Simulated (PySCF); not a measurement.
A simulated first-order isotropic EPR spectrum at 9.331 GHz has these lines.

Lines, field (mT) (relative intensity): 331.43 (1), 331.92 (6), 332.40 (15), 332.89 (20), 333.38 (15), 333.86 (6), 334.35 (1)

Q: What is g?

A: The pattern is symmetric about 332.89 mT, so g = hν/(μB·B0) = 9331/(13.99624 × 332.89) = 2.0027, a shift of +0.4 × 10⁻³ from the free-electron value.

Q: Which couplings and how many nuclei make this pattern?

A: The first two lines at either end are about 0.49 mT apart, which is the smallest coupling, and their intensity ratio 1:6 counts the nuclei that share it. In full: a 1:6:15:20:15:6:1 septet of 0.49 mT (14 MHz), from 6 nuclei of spin 1/2. Check: Σ 2nI·a is the distance from the first to the last line, 2.92 mT.

Q: The radical has the formula [C6H6]-. Propose a structure, and say which nuclei carry the couplings.

A: The pattern alone needn't single out one isomer; the structure behind this simulation is benzene radical anion, `C1C=C[CH-][CH]C=1` (charge -1), numbered [CH:1]1[CH:2]=[CH:3][CH:4]=[CH:5][CH-:6]1 (hydrogens: H7 on C1; H8 on C2; H9 on C3; H10 on C4; H11 on C5; H12 on C6). 0.49 mT: 1H at H7 (×6) (1 bond from C1; computed sign −). The largest Mulliken spin populations are on C1 (+0.35), C4 (+0.35), C3 (+0.31) and C6 (+0.31). Four atoms exceed +0.15. The positive populations add up to 1.33 and the negative ones to -0.33, together 2S = 1. Main spin sites, with 60 % or more of the largest population: C1, C3, C4, C6; positions count bonds from the nearest.

Computed with UKS B3LYP, IGLO-III on C, pcH-1 on H, non-relativistic, mean-field spin-orbit, GIAO (PySCF). Geometry: PBE0-D3(BJ)/def2-SVP; no solvent, vibrations or thermal averaging. Whether the extra electron is bound in the gas phase wasn't checked; a finite basis holds it in any case. The geometry's basis has no diffuse functions, a weakness for an anion. Stability of the SCF solution: not tested. No frequencies were computed at this geometry's level, so the symmetric structure isn't shown to be a minimum.

Nuclei that the bonding pattern makes equivalent are averaged, as if the motion that swaps them (rotation, inversion, ring flip) were fast. The 1H value of -13.6 MHz is a mean of couplings from -23.6 to 3.8 MHz in this one geometry, not an average over conformers.

Rare isotopes and splittings under 0.04 mT were left out of the simulation.
